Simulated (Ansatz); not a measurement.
Li₂O. The state is a singlet with charge 0. Geometry r2SCAN-D4/def2-TZVP; atoms count from 1.

```xyz
3

Li    0.893    1.327   -0.230
Li   -0.894   -1.326    0.232
O     0.001   -0.001   -0.002
```

The structure comes from a short search, and lower isomers may exist.

Q: Estimate the Mulliken populations from the PBE0/def2-TZVP orbitals of Ansatz.

A: 
```
atom  charge (e)
 Li1        0.61
 Li2        0.61
  O3       -1.22
```
Mulliken values depend strongly on the basis.

Q: And the Mayer bond orders between heavy atoms (over 0.3)?

A: Li1–O3 0.70 (1.62 Å); Li2–O3 0.70 (1.62 Å).
